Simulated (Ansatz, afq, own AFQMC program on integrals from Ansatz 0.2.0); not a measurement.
# Where AFQMC and coupled cluster stand for AlO⁺, singlet

```xyz
2

Al    0.0000    0.0000    0.0000
O     0.0000    0.0000    1.6200
```

Basis 6-31G. Noble-gas cores (and the filled d shells of Ga–Kr and In–Xe) are frozen. Integrals, coupled cluster, full CI and functionals: Ansatz 0.2.0; the random walks run on the same integrals in our own AFQMC program. ph-AFQMC/CISD is guided by a CISD state made of CCSD amplitudes; releasing the constraint for a short imaginary time cuts its bias at the price of noise, slowly where states lie close. Uncertainties: one standard error, sampling alone.

Determinant: UHF, the one that the program's search chose, which needn't be the lowest solution. The geometry is a PBE0/def2-TZVP stationary point of this or a neighbouring charge and spin state.

Full CI on the same integrals is exact in this basis and with this determinant's frozen core.

Cautions: an unrestricted solution with more broken spin lies lower (2.24 eV, ⟨S²⟩ 1.01), while this determinant keeps restricted orbitals; strong correlation (T1 0.065, weight of the determinant 0.80, largest double 0.29); the CCSD(T) amplitudes may be one of several solutions (largest double 0.29); the ph-AFQMC/CISD walk drifts between its halves (2.7 errors); the released energy hasn't reached full CI (17 meV above it at 2.40 1/Eh), so no released level is given (meV from the phaseless value at times in 1/Eh: -8 ± 3 at 0.24, -23 ± 4 at 0.51, -35 ± 5 at 0.99, -52 ± 5 at 1.62, -46 ± 5 at 2.40).

```
T1 diagnostic                               : 0.0654
weight of the determinant in the CISD state : 0.796
⟨S²⟩ of the determinant                     : 0.000
size of the correlated space                : 8 electrons in 16 orbitals
```

Reference: full CI, correlation energy -5.836 eV. The cautions show a poor starting determinant, so the rows tell how each method copes with it here, and full CI is the sure value.

```tsv
level	E − E(reference) (kJ/mol)	share of correlation (%)
HF	563.1	0.00
MP2	56.8	89.91
CCSD	34.5	93.86
CCSD(T)	5.8	98.97
ph-AFQMC/HF	24.3 ± 3.2	95.68
ph-AFQMC/CISD	6.1 ± 0.4	98.92
```

A walk keeps the symmetry of its determinant, which the program's search chose and which needn't be the lowest solution, so a lower state of the same spin and another symmetry isn't excluded.
